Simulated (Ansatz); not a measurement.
The parent structure is InP in the zinc blende structure (space group F-43m, No. 216; a = 5.878 Å).

Levels (all Ansatz, a quantum-chemistry and plane-wave program, PAW): PBEsol (420 eV, no spin-orbit coupling); r2SCAN (500 eV, no spin-orbit coupling); HSE06 (420 eV, no spin-orbit coupling).

Levels that relaxed their own cell: PBEsol.

```json
[
 {"level": "PBEsol", "band gap": "0.57 eV", "lattice parameter a": "5.878 Å", "electron mass at Γ": "0.046 mₑ"},
 {"level": "r2SCAN", "band gap": "1.11 eV", "lattice parameter a": "–", "electron mass at Γ": "0.079 mₑ"},
 {"level": "HSE06", "band gap": "1.45 eV", "lattice parameter a": "–", "electron mass at Γ": "–"}
]
```

From these computed values, estimate the measured ones, and say how each level misses.

Measured: band gap 1.47 eV (static lattice; corrected from measurement; as listed in Wei Chen et al., Physical Review Materials (2018)); lattice parameter a 5.858 Å (static lattice; corrected from measurement; as listed in Daniel Mejia-Rodriguez, S. B. Trickey, Phys. Rev. B (2018)); electron mass at Γ 0.079 mₑ (temperature not stated; as listed in Magdalena Laurien, Oleg Rubel, Phys. Rev. B (2022)). Computed minus measured — band gap: PBEsol -0.90 eV, r2SCAN -0.36 eV, HSE06 -0.02 eV (closest: HSE06); lattice parameter a: PBEsol +0.3 %; electron mass at Γ: PBEsol -42 %, r2SCAN -1 % (closest: r2SCAN). Measured values not marked as corrected hold thermal and zero-point effects that the static-lattice runs lack. A measured gap can be an optical one, lowered by exciton binding. Levels without spin-orbit coupling miss its lowering of the gap, often about a third of the valence-band splitting.

Single points use the geometry relaxed with PBEsol. Masses are band curvatures over ±0.01 Å⁻¹ around the edge. Whether these cells are dynamically stable was not tested.
